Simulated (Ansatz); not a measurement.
A nudged elastic band was laid between two geometries of AlH₅S (7 atoms, charge 0, multiplicity 1).

The calculation used RKS PBE/def2-SVPD in Ansatz.

- movable images: 5
- climbing image: yes
- spring: 5.0 eV/Å²
- optimiser: quadratic models (default)
- start path: IDPP
- force threshold: 0.05 eV/Å
- iteration limit: 60
- end points: relaxed

Initial state:

```xyz
7
Properties=species:S:1:pos:R:3
Al -0.627 -0.766 -0.530
S 0.630 0.703 1.180
H 0.048 -2.144 -0.053
H -2.092 -0.385 0.010
H -0.099 -0.074 -1.883
H 0.340 1.921 0.639
H 1.861 0.677 0.591
```

Final state:

```xyz
7
Properties=species:S:1:pos:R:3
Al -0.635 -0.665 -0.643
S 0.584 1.298 0.510
H 0.057 -1.879 0.154
H -2.108 -0.194 -0.202
H -0.110 -0.313 -2.121
H 0.422 0.889 1.802
H 1.852 0.796 0.454
```

Task: What changes between the two ends?

Result: No bond is made or broken. The height of S2 over the plane of its neighbours goes from -0.82 to 0.82 Å. The two ends are copies of one structure, up to a mirror image or an exchange of like atoms.

Task: Give the energies along the band, and the barrier.

Result: The forces met the threshold. The highest image is number 3 of 0 to 6, 0.39 eV above the ends, which have the same energy within 2 meV. A vibrational analysis at the climbing image gives one clearly imaginary mode, 409i cm⁻¹: a first-order saddle point.

| image | path coordinate (Å) | energy (eV) | height of S2 over the plane of its neighbours (Å) |
| --- | --- | --- | --- |
| 0 | 0.00 | 0.00 | -0.82 |
| 1 | 0.56 | 0.02 | -0.78 |
| 2 | 1.12 | 0.14 | -0.57 |
| 3 | 1.68 | 0.39 | 0.00 |
| 4 | 2.24 | 0.13 | 0.57 |
| 5 | 2.81 | 0.02 | 0.78 |
| 6 | 3.37 | 0.00 | 0.82 |

Task: What is the geometry of the highest image?

Result: 
```xyz
7
Properties=species:S:1:pos:R:3
Al -0.719 -1.003 -0.587
S 0.790 0.921 0.526
H -0.101 -2.269 0.174
H -1.939 -0.197 0.081
H -0.354 -0.747 -2.124
H 0.285 1.949 1.255
H 2.099 1.278 0.630
```

Task: What are the harmonic wavenumbers there?

Result: 409i, 146, 150, 195, 352, 427, 681, 743, 753, 1132, 1846, 1870, 1875, 2628, 2675 cm⁻¹.

Time of the run: 76 s on 1 thread of Arm Neoverse V1 (shared host), peak memory 0.15 GiB.
